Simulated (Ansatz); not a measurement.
## Spin states of SiH, each at its own bond length

Ansatz 0.2.0, basis cc-pVTZ; geometries are PBE0/def2-TZVP minima. Wave-function levels freeze the cores; HF, MP2 and coupled cluster are restricted for singlets and unrestricted otherwise, Kohn–Sham unrestricted where that lies lower. NEVPT2 and MRCISD+Q stand on CASSCF in the full valence space. The reference is full CI, exact within the basis. Semilocal and hybrid functionals correlate all electrons outside any core potential and usually lie nearer their basis limit than the reference, so part of their error here is the reference's basis and frozen-core error; RPA and the MP2 part of double hybrids freeze the same cores as the reference. None of these values is a measured one. Energies are electronic, without zero-point terms. No spin–orbit coupling and no scalar relativity. The species are chosen: bound, without strong static correlation by their natural occupations or amplitudes, and with a ladder that closes on the reference, so errors are smaller than for species at large; levels whose determinant breaks symmetry or spin markedly are left out.

A. doublet; Si–H 1.532. Coordinates (Å): Si 0.000 0.000 0.000; H 0.000 0.000 1.532
B. quartet; Si–H 1.500. Coordinates (Å): Si 0.000 0.000 0.000; H 0.000 0.000 1.500

Task: From bonding and spin, estimate the order of these in energy at full CI, each at its own geometry.

Result: At full CI, above the lowest of those listed: A (0.0 kcal/mol), B (38.0 kcal/mol).

```csv
level,B less A (kcal/mol)
full CI,38.0
CCSD(T),38.0
NEVPT2,36.8
MRCISD+Q,39.0
PBE,37.1
r2SCAN,31.8
wB97M-V,44.4
B2PLYP,41.6
RPA-PBE,42.4
```

Every level shown puts the same form lowest.

The geometries are PBE0's, not this basis's own minima.
